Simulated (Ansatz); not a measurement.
System: fluorite SrCl₂. Method: LC-ωPBE (Ansatz, a quantum-chemistry and plane-wave program, plane waves, PAW).

Numerical settings: plane-wave cutoff 460 eV, 6×6×6 k mesh, Fermi–Dirac smearing 0.01 eV, scalar-relativistic PAW data made under PBE.

Cell (relaxed at this level):

```xyz
3
Lattice="0.0000 3.4935 3.4935 3.4935 0.0000 3.4935 3.4935 3.4935 0.0000" Properties=species:S:1:pos:R:3 pbc="T T T"
Sr     0.0000     0.0000     0.0000
Cl     1.7467     1.7467     1.7467
Cl     5.2402     5.2402     5.2402
```

**Question.** Estimate the pressure derivative B′ of the bulk modulus, smallest direct gap on the k points sampled, direct gap at Γ and band gap that the calculation returns.

**Answer.** 
pressure derivative B′ of the bulk modulus: 4.6
smallest direct gap on the k points sampled: 12.20 eV
direct gap at Γ: 12.30 eV
band gap: 11.86 eV (on the SCF k mesh)

Spin–orbit coupling is not included.

Static lattice: no zero-point or thermal effects.

Computing time: roughly 9 core-minutes.
